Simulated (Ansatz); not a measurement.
Input file:

```yaml
crystal:
  periodic: [false, false, false]
  atoms:
    - {symbol: Al, position_ang: [-0.007925, 0.193248, 1.647204]}
    - {symbol: P, position_ang: [-0.008758, 0.178823, -1.421211]}
    - {symbol: N, position_ang: [0.039206, -0.644110, -0.023483]}
    - {symbol: H, position_ang: [-0.063571, -1.717461, -0.094169]}
basis:
  gaussian: {orbitals: STO-3G}
magnetization: {spin_polarized: false, initial_magnetization: 3}
correlation: {active_space: {window: {electrons: 4, orbitals: 3}, fixed_orbitals: true}}
scf: {lower_state_search: light}
output: {forces: true}
```

```sh
$ ansatz run in.yaml --threads 1 --pin off --events-out ev --progress --plain --max-ram 2393MiB
```

Problem. One thing in this input was set wrong on purpose, beside settings that are merely unusual. What is the gravest fault, and what does the program do?

Solution. Multiplicity of wrong parity. How the run ends: refused.
```
Error: a molecule whose nuclei and cores have a total charge of 36 cannot have a net charge of 0 together with 3 unpaired electrons
```
